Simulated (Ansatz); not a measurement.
A short molecular-dynamics run on C₂H₆Mg, SMILES `[CH3][Mg][CH3]`.

```yaml
crystal:
  periodic: [false, false, false]
  atoms:
    - {symbol: C, position_ang: [-1.032615, 1.393738, -1.149207]}
    - {symbol: Mg, position_ang: [0.006989, -0.007786, -0.002544]}
    - {symbol: C, position_ang: [1.051684, -1.404585, 1.145250]}
    - {symbol: H, position_ang: [-1.948741, 0.974458, -1.578785]}
    - {symbol: H, position_ang: [-0.430427, 1.765477, -1.985197]}
    - {symbol: H, position_ang: [-1.329104, 2.266746, -0.557895]}
    - {symbol: H, position_ang: [0.610490, -2.404718, 1.076687]}
    - {symbol: H, position_ang: [2.096074, -1.495170, 0.827840]}
    - {symbol: H, position_ang: [1.064151, -1.134459, 2.206650]}
basis:
  gaussian: {orbitals: "6-31G*"}
hamiltonian: {xc: {name: r2SCAN}, dispersion: d3bj}
md: {timestep: 1 fs, n_steps: 50, ensemble: nve, temperature: 300, initial_velocities: maxwell_boltzmann, seed: 242}
```

```sh
$ ansatz run in.yaml --threads 4 --pin off --events-out ev --progress --plain --max-ram 10444MiB
```

| step | time (fs) | potential energy (eV) | kinetic (eV) | T (K) | conserved (eV) |
| --- | --- | --- | --- | --- | --- |
| 0 | 0.0 | -7613.1172 | 0.2714 | 300 | -7612.8457 |
| 1 | 1.0 | -7613.0709 | 0.2293 | 253 | -7612.8416 |
| 2 | 2.0 | -7612.9794 | 0.1443 | 159 | -7612.8351 |
| 3 | 3.0 | -7612.9364 | 0.1029 | 114 | -7612.8336 |
| 4 | 4.0 | -7612.9675 | 0.1305 | 144 | -7612.8370 |
| 5 | 5.0 | -7613.0219 | 0.1806 | 200 | -7612.8413 |
| 6 | 6.0 | -7613.0333 | 0.1901 | 210 | -7612.8432 |
| 7 | 7.0 | -7612.9768 | 0.1370 | 151 | -7612.8398 |
| 8 | 8.0 | -7612.9086 | 0.0753 | 83 | -7612.8333 |
| 9 | 9.0 | -7612.9226 | 0.0889 | 98 | -7612.8337 |
| 10 | 10.0 | -7613.0114 | 0.1698 | 188 | -7612.8416 |
| 11 | 11.0 | -7613.0628 | 0.2177 | 241 | -7612.8451 |
| 12 | 12.0 | -7613.0211 | 0.1803 | 199 | -7612.8407 |
| 13 | 13.0 | -7612.9452 | 0.1101 | 122 | -7612.8351 |
| 14 | 14.0 | -7612.9172 | 0.0829 | 92 | -7612.8343 |
| 15 | 15.0 | -7612.9522 | 0.1149 | 127 | -7612.8373 |
| 16 | 16.0 | -7613.0043 | 0.1632 | 180 | -7612.8412 |
| 17 | 17.0 | -7613.0145 | 0.1713 | 189 | -7612.8431 |
| 18 | 18.0 | -7612.9579 | 0.1180 | 130 | -7612.8399 |
| 19 | 19.0 | -7612.8891 | 0.0558 | 62 | -7612.8333 |
| 20 | 20.0 | -7612.9027 | 0.0690 | 76 | -7612.8337 |
| 21 | 21.0 | -7612.9920 | 0.1505 | 166 | -7612.8414 |
| 22 | 22.0 | -7613.0460 | 0.2011 | 222 | -7612.8449 |
| 23 | 23.0 | -7613.0104 | 0.1698 | 188 | -7612.8405 |
| 24 | 24.0 | -7612.9443 | 0.1093 | 121 | -7612.8349 |
| 25 | 25.0 | -7612.9299 | 0.0957 | 106 | -7612.8342 |
| 26 | 26.0 | -7612.9805 | 0.1430 | 158 | -7612.8376 |
| 27 | 27.0 | -7613.0450 | 0.2034 | 225 | -7612.8416 |
| 28 | 28.0 | -7613.0611 | 0.2177 | 241 | -7612.8434 |
| 29 | 29.0 | -7613.0065 | 0.1666 | 184 | -7612.8398 |
| 30 | 30.0 | -7612.9399 | 0.1065 | 118 | -7612.8334 |
| 31 | 31.0 | -7612.9529 | 0.1186 | 131 | -7612.8343 |
| 32 | 32.0 | -7613.0314 | 0.1893 | 209 | -7612.8421 |
| 33 | 33.0 | -7613.0655 | 0.2207 | 244 | -7612.8448 |
| 34 | 34.0 | -7613.0114 | 0.1715 | 190 | -7612.8399 |
| 35 | 35.0 | -7612.9364 | 0.1016 | 112 | -7612.8347 |
| 36 | 36.0 | -7612.9161 | 0.0816 | 90 | -7612.8346 |
| 37 | 37.0 | -7612.9558 | 0.1182 | 131 | -7612.8376 |
| 38 | 38.0 | -7613.0092 | 0.1681 | 186 | -7612.8411 |
| 39 | 39.0 | -7613.0224 | 0.1795 | 198 | -7612.8429 |
| 40 | 40.0 | -7612.9738 | 0.1341 | 148 | -7612.8396 |
| 41 | 41.0 | -7612.9175 | 0.0839 | 93 | -7612.8336 |
| 42 | 42.0 | -7612.9392 | 0.1043 | 115 | -7612.8349 |
| 43 | 43.0 | -7613.0194 | 0.1769 | 196 | -7612.8425 |
| 44 | 44.0 | -7613.0498 | 0.2052 | 227 | -7612.8447 |
| 45 | 45.0 | -7612.9943 | 0.1546 | 171 | -7612.8397 |
| 46 | 46.0 | -7612.9204 | 0.0853 | 94 | -7612.8351 |
| 47 | 47.0 | -7612.8961 | 0.0612 | 68 | -7612.8349 |
| 48 | 48.0 | -7612.9274 | 0.0900 | 100 | -7612.8374 |
| 49 | 49.0 | -7612.9753 | 0.1345 | 149 | -7612.8408 |
| 50 | 50.0 | -7612.9875 | 0.1449 | 160 | -7612.8427 |

Velocities are drawn at the set temperature; a run this short doesn't reach equilibrium.

Frames (Å, forces in eV/Å):

```xyz
9
time=0.0 fs
C    -1.033    1.394   -1.149    0.083   -0.113    0.092
Mg    0.007   -0.008   -0.003    0.000    0.000    0.000
C     1.052   -1.405    1.145   -0.084    0.112   -0.093
H    -1.949    0.974   -1.579   -0.115   -0.016   -0.067
H    -0.430    1.765   -1.985    0.042    0.066   -0.109
H    -1.329    2.267   -0.558   -0.051    0.118    0.038
H     0.610   -2.405    1.077   -0.025   -0.131    0.015
H     2.096   -1.495    0.828    0.129   -0.037   -0.010
H     1.064   -1.134    2.207    0.022    0.000    0.133
9
time=2.0 fs
C    -1.030    1.389   -1.149   -0.874    1.184   -0.148
Mg    0.010   -0.004   -0.007    0.054   -0.045    0.142
C     1.055   -1.414    1.154   -1.582    0.695    0.207
H    -1.989    0.950   -1.568    0.885    0.446    0.260
H    -0.436    1.799   -2.021   -0.596   -0.326    0.707
H    -1.368    2.305   -0.524    0.510   -1.242   -0.903
H     0.575   -2.385    1.071    0.045   -0.447   -0.063
H     2.053   -1.460    0.818    1.533   -0.339   -0.454
H     1.069   -1.155    2.213    0.024    0.075    0.251
9
time=4.0 fs
C    -1.029    1.387   -1.150   -1.074    1.317   -0.169
Mg    0.014   -0.001   -0.011    0.101   -0.076    0.243
C     1.054   -1.421    1.163   -1.096    0.732   -0.001
H    -1.997    0.941   -1.548    0.963    0.432    0.200
H    -0.463    1.821   -2.031   -0.599   -0.414    0.757
H    -1.388    2.298   -0.522    0.614   -1.274   -0.888
H     0.542   -2.380    1.063    0.301   -0.310   -0.077
H     2.063   -1.436    0.792    0.731   -0.454   -0.158
H     1.075   -1.173    2.228    0.058    0.047    0.094
9
time=6.0 fs
C    -1.032    1.390   -1.151   -0.393    0.274    0.060
Mg    0.017    0.003   -0.014    0.150   -0.097    0.294
C     1.050   -1.425    1.172    0.120    0.558   -0.495
H    -1.970    0.947   -1.521    0.094   -0.082   -0.191
H    -0.512    1.829   -2.014   -0.003   -0.113   -0.024
H    -1.386    2.246   -0.552    0.194   -0.031    0.067
H     0.521   -2.388    1.052    0.564    0.008   -0.016
H     2.100   -1.431    0.762   -0.816   -0.485    0.474
H     1.083   -1.189    2.246    0.090   -0.032   -0.169
9
time=8.0 fs
C    -1.036    1.393   -1.152    0.696   -1.304    0.085
Mg    0.021    0.006   -0.017    0.190   -0.114    0.318
C     1.046   -1.428    1.179    0.509    0.432   -0.739
H    -1.941    0.950   -1.502   -0.957   -0.671   -0.574
H    -0.560    1.832   -1.999    0.648    0.311   -0.950
H    -1.377    2.195   -0.578   -0.504    1.692    1.379
H     0.520   -2.395    1.040    0.579    0.136    0.063
H     2.108   -1.443    0.748   -1.239   -0.413    0.687
H     1.094   -1.206    2.259    0.077   -0.069   -0.270
9
time=10.0 fs
C    -1.038    1.393   -1.153    0.340   -0.746    0.089
Mg    0.025    0.009   -0.020    0.220   -0.139    0.341
C     1.043   -1.429    1.185   -0.025    0.447   -0.650
H    -1.945    0.929   -1.503   -0.688   -0.472   -0.375
H    -0.586    1.846   -2.016    0.518    0.199   -0.636
H    -1.385    2.201   -0.556   -0.298    1.035    0.882
H     0.541   -2.398    1.031    0.284   -0.030    0.116
H     2.071   -1.471    0.759   -0.366   -0.263    0.350
H     1.109   -1.226    2.261    0.015   -0.031   -0.116
9
time=12.0 fs
C    -1.039    1.390   -1.153   -0.798    0.746   -0.100
Mg    0.029    0.012   -0.022    0.239   -0.167    0.360
C     1.040   -1.429    1.188   -1.122    0.526   -0.302
H    -1.973    0.892   -1.518    0.387    0.260    0.152
H    -0.593    1.866   -2.057   -0.054   -0.279    0.472
H    -1.404    2.245   -0.502    0.333   -0.721   -0.554
H     0.573   -2.402    1.026   -0.135   -0.277    0.149
H     2.023   -1.509    0.783    1.212   -0.126   -0.303
H     1.124   -1.247    2.260   -0.063    0.039    0.126
9
time=14.0 fs
C    -1.043    1.389   -1.154   -1.202    1.164   -0.278
Mg    0.034    0.014   -0.023    0.250   -0.183    0.345
C     1.033   -1.428    1.190   -0.921    0.275   -0.360
H    -1.988    0.864   -1.527    0.875    0.663    0.429
H    -0.601    1.876   -2.080   -0.302   -0.487    1.001
H    -1.411    2.264   -0.468    0.508   -1.355   -1.154
H     0.599   -2.416    1.027   -0.375   -0.231    0.191
H     2.017   -1.552    0.797    1.289    0.069   -0.357
H     1.136   -1.266    2.263   -0.122    0.084    0.183
9
time=16.0 fs
C    -1.050    1.392   -1.156   -0.729    0.507   -0.096
Mg    0.039    0.017   -0.024    0.249   -0.176    0.288
C     1.024   -1.425    1.191    0.573   -0.437   -0.694
H    -1.972    0.859   -1.521    0.456    0.467    0.313
H    -0.620    1.869   -2.068   -0.048   -0.245    0.566
H    -1.399    2.234   -0.475    0.221   -0.771   -0.738
H     0.612   -2.438    1.035   -0.350    0.150    0.217
H     2.056   -1.592    0.798   -0.207    0.403    0.170
H     1.144   -1.282    2.272   -0.164    0.103   -0.025
9
time=18.0 fs
C    -1.059    1.397   -1.158    0.520   -1.082    0.074
Mg    0.044    0.018   -0.024    0.224   -0.152    0.218
C     1.017   -1.424    1.189    1.432   -0.977   -0.632
H    -1.940    0.871   -1.504   -0.642   -0.220   -0.122
H    -0.639    1.854   -2.036    0.521    0.297   -0.530
H    -1.381    2.178   -0.508   -0.473    0.934    0.671
H     0.612   -2.455    1.051   -0.256    0.463    0.165
H     2.089   -1.616    0.806   -1.126    0.589    0.415
H     1.146   -1.294    2.280   -0.201    0.147   -0.261
9
time=20.0 fs
C    -1.067    1.398   -1.160    1.239   -1.696    0.128
Mg    0.050    0.020   -0.024    0.171   -0.125    0.177
C     1.014   -1.426    1.186    1.249   -0.929   -0.302
H    -1.931    0.876   -1.491   -1.201   -0.586   -0.402
H    -0.640    1.849   -2.022    0.676    0.484   -0.923
H    -1.379    2.155   -0.517   -0.757    1.706    1.318
H     0.602   -2.455    1.074   -0.248    0.403    0.028
H     2.082   -1.619    0.828   -0.902    0.498    0.230
H     1.139   -1.301    2.278   -0.228    0.244   -0.253
9
time=22.0 fs
C    -1.071    1.394   -1.161    0.295   -0.241    0.378
Mg    0.056    0.022   -0.024    0.097   -0.099    0.165
C     1.015   -1.431    1.182    0.030   -0.344    0.143
H    -1.964    0.860   -1.492   -0.292   -0.004   -0.153
H    -0.617    1.860   -2.040    0.071    0.018   -0.011
H    -1.404    2.190   -0.482   -0.075    0.118   -0.090
H     0.582   -2.440    1.097   -0.300    0.044   -0.139
H     2.043   -1.604    0.858    0.407    0.146   -0.287
H     1.125   -1.298    2.268   -0.233    0.362   -0.005
9
time=24.0 fs
C    -1.074    1.389   -1.161   -0.659    0.748    0.327
Mg    0.063    0.023   -0.024    0.015   -0.068    0.145
C     1.016   -1.437    1.178   -1.131    0.224    0.444
H    -2.008    0.845   -1.499    0.758    0.630    0.141
H    -0.591    1.873   -2.059   -0.512   -0.412    0.798
H    -1.432    2.232   -0.448    0.458   -1.090   -1.144
H     0.551   -2.423    1.115   -0.239   -0.239   -0.259
H     2.020   -1.583    0.878    1.506   -0.211   -0.649
H     1.101   -1.281    2.258   -0.197    0.418    0.197
9
time=26.0 fs
C    -1.080    1.387   -1.160   -0.826    0.731    0.353
Mg    0.069    0.024   -0.023   -0.057   -0.037    0.091
C     1.014   -1.442    1.176   -0.433    0.274    0.248
H    -2.026    0.852   -1.501    0.954    0.660    0.150
H    -0.583    1.871   -2.049   -0.550   -0.416    0.730
H    -1.444    2.235   -0.456    0.512   -1.105   -1.105
H     0.512   -2.415    1.124    0.041   -0.173   -0.282
H     2.048   -1.569    0.874    0.463   -0.265   -0.277
H     1.070   -1.249    2.254   -0.104    0.331    0.091
9
time=28.0 fs
C    -1.087    1.387   -1.158   -0.108   -0.269    0.475
Mg    0.075    0.026   -0.022   -0.119   -0.011    0.010
C     1.010   -1.447    1.174    0.608    0.173    0.007
H    -2.009    0.883   -1.499    0.189    0.070   -0.154
H    -0.595    1.853   -2.014   -0.013   -0.011   -0.158
H    -1.437    2.199   -0.503    0.064    0.079   -0.015
H     0.474   -2.412    1.122    0.378    0.077   -0.211
H     2.092   -1.565    0.861   -1.017   -0.222    0.263
H     1.035   -1.204    2.253    0.019    0.114   -0.217
9
time=30.0 fs
C    -1.095    1.385   -1.154    1.098   -1.541    0.367
Mg    0.081    0.027   -0.021   -0.183    0.008   -0.071
C     1.008   -1.451    1.172    0.708    0.269   -0.085
H    -1.986    0.916   -1.502   -0.918   -0.667   -0.555
H    -0.607    1.836   -1.985    0.576    0.392   -1.009
H    -1.429    2.167   -0.550   -0.585    1.687    1.360
H     0.450   -2.407    1.112    0.506    0.179   -0.092
H     2.101   -1.570    0.856   -1.323   -0.212    0.456
H     1.001   -1.155    2.244    0.120   -0.114   -0.372
9
time=32.0 fs
C    -1.100    1.379   -1.149    0.863   -0.675    0.343
Mg    0.087    0.028   -0.020   -0.241    0.014   -0.136
C     1.009   -1.454    1.170   -0.171    0.602   -0.097
H    -1.995    0.926   -1.525   -0.741   -0.575   -0.405
H    -0.599    1.832   -1.991    0.382    0.185   -0.571
H    -1.441    2.193   -0.550   -0.302    0.942    0.797
H     0.444   -2.396    1.098    0.317    0.000    0.024
H     2.063   -1.583    0.868   -0.270   -0.256    0.233
H     0.971   -1.111    2.222    0.162   -0.238   -0.188
9
time=34.0 fs
C    -1.102    1.372   -1.144   -0.336    0.887   -0.004
Mg    0.092    0.029   -0.020   -0.278    0.009   -0.194
C     1.008   -1.455    1.168   -1.454    0.985   -0.125
H    -2.029    0.915   -1.563    0.432    0.099    0.225
H    -0.577    1.834   -2.017   -0.220   -0.275    0.460
H    -1.463    2.253   -0.522    0.349   -0.822   -0.524
H     0.451   -2.385    1.086   -0.042   -0.292    0.119
H     2.016   -1.606    0.889    1.394   -0.344   -0.174
H     0.948   -1.074    2.193    0.156   -0.246    0.216
9
time=36.0 fs
C    -1.105    1.366   -1.138   -0.860    1.356   -0.382
Mg    0.097    0.031   -0.020   -0.299    0.006   -0.258
C     1.004   -1.452    1.166   -1.005    0.843   -0.529
H    -2.049    0.907   -1.592    1.024    0.437    0.622
H    -0.563    1.827   -2.028   -0.463   -0.427    0.885
H    -1.473    2.284   -0.511    0.541   -1.463   -0.973
H     0.456   -2.385    1.078   -0.238   -0.328    0.205
H     2.018   -1.641    0.904    1.149   -0.168   -0.064
H     0.930   -1.048    2.172    0.149   -0.256    0.494
9
time=38.0 fs
C    -1.111    1.365   -1.133   -0.467    0.721   -0.334
Mg    0.102    0.032   -0.020   -0.323    0.022   -0.322
C     0.996   -1.448    1.161    0.539    0.142   -0.776
H    -2.032    0.914   -1.599    0.623    0.213    0.523
H    -0.565    1.804   -2.006   -0.149   -0.187    0.455
H    -1.463    2.262   -0.535    0.257   -0.832   -0.491
H     0.453   -2.396    1.077   -0.130    0.022    0.270
H     2.059   -1.683    0.917   -0.520    0.275    0.325
H     0.918   -1.031    2.169    0.169   -0.376    0.351
9
time=40.0 fs
C    -1.118    1.366   -1.130    0.787   -0.899   -0.101
Mg    0.106    0.033   -0.020   -0.356    0.051   -0.355
C     0.990   -1.443    1.155    1.161   -0.391   -0.389
H    -1.993    0.929   -1.588   -0.562   -0.443   -0.039
H    -0.572    1.775   -1.969    0.514    0.271   -0.506
H    -1.445    2.212   -0.576   -0.455    0.994    0.792
H     0.445   -2.407    1.087    0.034    0.384    0.255
H     2.084   -1.714    0.942   -1.292    0.525    0.384
H     0.912   -1.029    2.179    0.169   -0.492   -0.041
9
time=42.0 fs
C    -1.122    1.365   -1.126    1.514   -1.399    0.127
Mg    0.109    0.035   -0.022   -0.382    0.072   -0.330
C     0.987   -1.439    1.147    0.703   -0.406    0.236
H    -1.974    0.927   -1.577   -1.210   -0.781   -0.411
H    -0.561    1.755   -1.949    0.695    0.428   -0.839
H    -1.443    2.197   -0.588   -0.708    1.685    1.238
H     0.438   -2.404    1.106    0.019    0.398    0.126
H     2.062   -1.726    0.981   -0.728    0.409    0.113
H     0.913   -1.045    2.187    0.098   -0.407   -0.259
9
time=44.0 fs
C    -1.122    1.359   -1.123    0.532    0.132    0.157
Mg    0.112    0.036   -0.023   -0.382    0.075   -0.258
C     0.986   -1.436    1.140   -0.570    0.050    0.681
H    -1.997    0.898   -1.580   -0.243   -0.182    0.002
H    -0.525    1.751   -1.959   -0.001    0.107   -0.083
H    -1.466    2.240   -0.558   -0.009   -0.104   -0.015
H     0.431   -2.386    1.130   -0.158    0.067   -0.074
H     2.015   -1.723    1.024    0.860   -0.049   -0.299
H     0.918   -1.077    2.187   -0.029   -0.096   -0.111
9
time=46.0 fs
C    -1.120    1.354   -1.118   -0.388    1.027   -0.151
Mg    0.114    0.038   -0.026   -0.362    0.074   -0.181
C     0.984   -1.433    1.135   -0.972    0.271    0.736
H    -2.030    0.861   -1.582    0.841    0.498    0.445
H    -0.490    1.750   -1.972   -0.697   -0.192    0.608
H    -1.489    2.280   -0.527    0.499   -1.356   -0.900
H     0.418   -2.366    1.151   -0.270   -0.279   -0.270
H     1.998   -1.721    1.056    1.479   -0.311   -0.511
H     0.921   -1.111    2.183   -0.132    0.268    0.225
9
time=48.0 fs
C    -1.120    1.351   -1.115   -0.478    0.858   -0.203
Mg    0.116    0.039   -0.028   -0.335    0.081   -0.127
C     0.979   -1.429    1.132    0.320   -0.245    0.742
H    -2.033    0.843   -1.569    0.993    0.603    0.426
H    -0.479    1.743   -1.963   -0.784   -0.195    0.575
H    -1.495    2.272   -0.528    0.497   -1.261   -0.846
H     0.396   -2.355    1.162   -0.107   -0.273   -0.402
H     2.033   -1.730    1.069    0.028   -0.012   -0.462
H     0.919   -1.136    2.187   -0.133    0.444    0.296
9
time=50.0 fs
C    -1.121    1.352   -1.112    0.326   -0.312   -0.007
Mg    0.117    0.041   -0.031   -0.299    0.081   -0.082
C     0.975   -1.427    1.132    1.144   -0.767    0.979
H    -2.000    0.846   -1.541    0.140    0.060   -0.049
H    -0.497    1.729   -1.935   -0.222    0.101   -0.176
H    -1.483    2.219   -0.560   -0.053    0.185    0.143
H     0.370   -2.354    1.158    0.218    0.023   -0.427
H     2.069   -1.740    1.064   -1.193    0.257   -0.335
H     0.913   -1.145    2.201   -0.061    0.371   -0.044
```

Hardware: 4 threads of an Intel Xeon Platinum 8488C on a shared host. Wall time 29 s, peak host memory 0.34 GiB.
